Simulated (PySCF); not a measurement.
# O2 (triplet): EPR parameters at several levels of theory

How much do the EPR parameters of O2 (triplet) (`[O][O]`) depend on the level of theory, and what does each level cost?

Computed with PySCF 2.14.0, with density-fitted response routines of our own, on a single molecule in the gas phase. Atoms are numbered from 0 throughout.

**1. The starting structure**

2 atoms, charge 0, multiplicity 3; geometry from: GFN2-xTB.

Bonds of the start (Å): O0–O1 1.21.

**2. Relaxing the molecule at PBE0-D3(BJ)/def2-TZVP**

What the job is given:

```
{"job": {"xc": "PBE0", "basis": "def2-TZVP", "d3": "d3bj", "grid": 2, "kind": "geom"}, "charge": 0, "multiplicity": 3}
O      0.000000     0.000000     0.000000
O      0.000000     0.000000     1.209820
```

The program printed:

```text
step   0  E = -150.23536531  max force = 0.026929
step   1  E = -150.23579449  max force = 0.004582
step   2  E = -150.23580643  max force = 0.000285
optimisation converged
```

Wall time 2.3 s (2 threads of Arm Neoverse V1, shared host).

Relaxation path:

```
step  energy from step 0 (eV)  largest force component (eV/Å)
   0                   0.0000                          1.3847
   1                  -0.0117                          0.2356
   2                  -0.0120                          0.0147
```

The bond:

```
 bond  before (Å)  after (Å)  change (Å)
O0–O1       1.210      1.193      -0.017
```

The next job starts from the end point, and lists it.

```
                         at the end point           value
  point group (found at 0.08 Å tolerance)             D∞h
rotational constants (GHz, main isotopes)  44.426, 44.426
                        dipole moment (D)            0.00
                                     ⟨S²⟩           2.009
```

**3. g tensor and hyperfine couplings: B3LYP/pcH-2**

What the job is given:

```
{"job": {"kind": "epr", "xc": "B3LYP", "basis": "pcH-2"}, "charge": 0, "multiplicity": 3}
O     -0.000000    -0.000000     0.008582
O      0.000000     0.000000     1.201238
```

Method: UKS B3LYP, pcH-2 on O, non-relativistic, mean-field spin-orbit, GIAO.

The program printed:

```text
UKS, coarse grid
  cycle   1  E = -150.38118986  |g| = 1.88e-01
  cycle   2  E = -150.39109332  |g| = 7.30e-02
  cycle   3  E = -150.39244335  |g| = 1.17e-02
  cycle   4  E = -150.39250385  |g| = 4.75e-03
  cycle   5  E = -150.39251090  |g| = 7.05e-04
UKS, final grid
  cycle   1  E = -150.39250807  |g| = 5.57e-04
  cycle   2  E = -150.39250810  |g| = 4.87e-04
  cycle   3  E = -150.39250817  |g| = 1.78e-05
  cycle   4  E = -150.39250817  |g| = 3.95e-05
  cycle   5  E = -150.39250817  |g| = 1.10e-06
internal stability: stable
E = -150.39250817 Eh   <S^2> = 2.0089 (exact 2.0000)
g shifts (ppm)      1          2          3
  rmc          -363       -363       -363
  gc             75         23         23
  oz_so          -0       2785       2785
  total        -288       2445       2445
hyperfine (MHz)  atom isotope    a_iso     a_fc   dipolar eigenvalues
    0   17O     -39.39     -39.39    -48.55    -48.55     97.11
    1   17O     -39.39     -39.39    -48.55    -48.55     97.11
zero-field splitting (cm-1)  D = 3.3568  E = 0.0000  (spin-spin 1.5603, spin-orbit 1.7965)
```

Run time: 6.6 s. Hardware: 2 threads of Arm Neoverse V1, shared host.

Principal g values 2.00203, 2.00476, 2.00476; g(iso) = 2.00385, against 2.00232 for a free electron.

Hyperfine couplings; where a row names several nuclei, a(iso) is their mean (it holds for fast rotation or exchange) and the dipolar term the largest among them:

```
nuclei  isotope  a(iso) (MHz)  a(iso) (G, at g = 2.0023)  largest dipolar term (MHz)
O0, O1      17O         -39.4                      -14.1                        97.1
```

Zero-field splitting: D = 3.357 cm⁻¹ (spin-spin 1.560, spin-orbit 1.797), E = 0.000 cm⁻¹.

Mulliken spin populations:

```
atom  value (e)
  O0       1.00
  O1       1.00
```

**4. EPR parameters: PBE0/pcH-2**

What the job is given:

```
{"job": {"kind": "epr", "xc": "PBE0", "basis": "pcH-2"}, "charge": 0, "multiplicity": 3}
O     -0.000000    -0.000000     0.008582
O      0.000000     0.000000     1.201238
```

Level: UKS PBE0, pcH-2 on O, non-relativistic, mean-field spin-orbit, GIAO.

The program printed:

```text
UKS, coarse grid
  cycle   1  E = -150.22632805  |g| = 1.93e-01
  cycle   2  E = -150.23648705  |g| = 7.57e-02
  cycle   3  E = -150.23798752  |g| = 1.75e-02
  cycle   4  E = -150.23810439  |g| = 7.93e-03
  cycle   5  E = -150.23812501  |g| = 6.47e-04
  cycle   6  E = -150.23812520  |g| = 4.22e-05
UKS, final grid
  cycle   1  E = -150.23812136  |g| = 2.36e-05
internal stability: stable
E = -150.23812136 Eh   <S^2> = 2.0097 (exact 2.0000)
g shifts (ppm)      1          2          3
  rmc          -361       -361       -361
  gc             75         23         23
  oz_so           0       2769       2769
  total        -286       2431       2431
hyperfine (MHz)  atom isotope    a_iso     a_fc   dipolar eigenvalues
    0   17O     -39.42     -39.42    -48.32    -48.32     96.64
    1   17O     -39.42     -39.42    -48.32    -48.32     96.64
zero-field splitting (cm-1)  D = 3.2437  E = 0.0000  (spin-spin 1.5421, spin-orbit 1.7016)
```

Run time: 5.6 s. Hardware: 2 threads of Arm Neoverse V1, shared host.

This run: g(iso) 2.00384.

**5. EPR parameters: PBE/pcH-2**

What the job is given:

```
{"job": {"kind": "epr", "xc": "PBE", "basis": "pcH-2"}, "charge": 0, "multiplicity": 3}
O     -0.000000    -0.000000     0.008582
O      0.000000     0.000000     1.201238
```

With the program's defaults for keys left out, this is: UKS PBE, pcH-2 on O, non-relativistic, mean-field spin-orbit, GIAO.

The program printed:

```text
UKS, coarse grid
  cycle   1  E = -150.24310315  |g| = 1.88e-01
  cycle   2  E = -150.24947948  |g| = 9.43e-02
  cycle   3  E = -150.25181546  |g| = 2.21e-02
  cycle   4  E = -150.25193787  |g| = 1.03e-02
  cycle   5  E = -150.25197272  |g| = 5.69e-04
  cycle   6  E = -150.25197340  |g| = 7.80e-05
UKS, final grid
  cycle   1  E = -150.25196808  |g| = 2.64e-04
  cycle   2  E = -150.25196780  |g| = 9.56e-04
  cycle   3  E = -150.25196810  |g| = 2.57e-05
  cycle   4  E = -150.25196810  |g| = 9.42e-07
internal stability: stable
E = -150.25196810 Eh   <S^2> = 2.0043 (exact 2.0000)
g shifts (ppm)      1          2          3
  rmc          -349       -349       -349
  gc             73         23         23
  oz_so           0       2565       2565
  total        -276       2239       2239
hyperfine (MHz)  atom isotope    a_iso     a_fc   dipolar eigenvalues
    0   17O     -19.81     -19.81    -46.88    -46.88     93.75
    1   17O     -19.81     -19.81    -46.88    -46.88     93.75
zero-field splitting (cm-1)  D = 3.2504  E = 0.0000  (spin-spin 1.5344, spin-orbit 1.7160)
```

Wall time 4.5 s (2 threads of Arm Neoverse V1, shared host).

In short: g(iso) 2.00372.

**6. g tensor and hyperfine couplings: CAM-B3LYP/pcH-2**

What the job is given:

```
{"job": {"kind": "epr", "xc": "CAM-B3LYP", "basis": "pcH-2"}, "charge": 0, "multiplicity": 3}
O     -0.000000    -0.000000     0.008582
O      0.000000     0.000000     1.201238
```

Level: UKS CAM-B3LYP, pcH-2 on O, non-relativistic, mean-field spin-orbit, GIAO.

The program printed:

```text
UKS, coarse grid
  cycle   1  E = -150.33171706  |g| = 2.20e-01
  cycle   2  E = -150.34578527  |g| = 8.97e-02
  cycle   3  E = -150.34775018  |g| = 1.73e-02
  cycle   4  E = -150.34788812  |g| = 8.13e-03
  cycle   5  E = -150.34791217  |g| = 8.18e-04
  cycle   6  E = -150.34791318  |g| = 6.30e-05
UKS, final grid
  cycle   1  E = -150.34791097  |g| = 1.94e-05
internal stability: stable
E = -150.34791097 Eh   <S^2> = 2.0093 (exact 2.0000)
g shifts (ppm)      1          2          3
  rmc          -364       -364       -364
  gc             75         23         23
  oz_so           0       2841       2841
  total        -289       2500       2500
hyperfine (MHz)  atom isotope    a_iso     a_fc   dipolar eigenvalues
    0   17O     -37.88     -37.88    -48.75    -48.75     97.49
    1   17O     -37.88     -37.88    -48.75    -48.75     97.49
zero-field splitting (cm-1)  D = 3.3745  E = 0.0000  (spin-spin 1.5639, spin-orbit 1.8105)
```

Wall time 6.4 s (2 threads of Arm Neoverse V1, shared host).

This run: g(iso) 2.00389.

**7. Side by side: EPR parameters**

g, ⟨S²⟩ and isotropic hyperfine couplings (MHz), with basis size and wall time:

```
            run   g(iso)   ⟨S²⟩  17O O0 (mean)  functions   time
    B3LYP/pcH-2  2.00385  2.009          -39.4        106  6.6 s
     PBE0/pcH-2  2.00384  2.010          -39.4        106  5.6 s
      PBE/pcH-2  2.00372  2.004          -19.8        106  4.5 s
CAM-B3LYP/pcH-2  2.00389  2.009          -37.9        106  6.4 s
```

**8. Outcome**

```
                            quantity                     value
                         point group                       D∞h
rotational constants (main isotopes)          44.43, 44.43 GHz
                        D, E (B3LYP)         3.357, 0.000 cm⁻¹
                      g(iso) (B3LYP)                   2.00385
                                ⟨S²⟩        2.009 (exact 2.00)
  largest a(iso) (averaged by class)  17O on O0, O1, -39.4 MHz
```

In words: Single values in the summary come from the first run of each kind that ended normally (B3LYP/pcH-2), which need not be the best level. The optimisation took 2 steps and gained 0.012 eV; among the close pairs (by a distance rule), O0–O1 changed most, from 1.210 to 1.193 Å. The largest spin populations lie on O1 (1.00 e), O0 (1.00 e). The isotropic g lies 1.5 ppt above the free-electron value. The coupling of 17O on O0 runs from -39.4 (PBE0/pcH-2) to -19.8 MHz (PBE/pcH-2).
